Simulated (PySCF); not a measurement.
Consider N-methylformamide, `CNC=O` (C2H5NO). Numbering: `[CH3:1][NH:2][CH:3]=[O:4]`

Computed at ωB97X-D3(BJ)/ma-def2-TZVP // PBE0-D3(BJ)/ma-def2-SVP with PySCF (density fitting, grid level 2). The prefix ma- adds one diffuse s and one diffuse p function on all atoms but H. Thermal corrections: PBE0-D3(BJ)/ma-def2-SVP frequencies, unscaled, ideal gas at 298.15 K and 1 bar, quasi-RRHO entropy.

Q: Rank these of its positions by gas-phase deprotonation enthalpy, most acidic first.
A. C3 (carbonyl-type carbon)
B. C1 (methyl carbon)

A: A (1659 kJ/mol), B (1686 kJ/mol).

Q: For C1 (methyl carbon), what are ΔE (electronic) and ΔG(298 K) of the loss of the proton?

A: ΔE = 1721 and ΔG = 1656 kJ/mol, beside ΔH = 1686 kJ/mol. The product is `[CH2-]NC=O`.

Q: Of those listed, which site of deprotonation is favoured in THF (IEF-PCM), and by how much?

A: C3 (carbonyl-type carbon), by 40 kJ/mol over C1 (methyl carbon); the gas phase favours the same one.

Caveats: N2 is not listed: the run failed or kept an imaginary mode, or the ion rearranged or equalled another; N–H, O–H and S–H positions are as a rule more acidic than C–H.
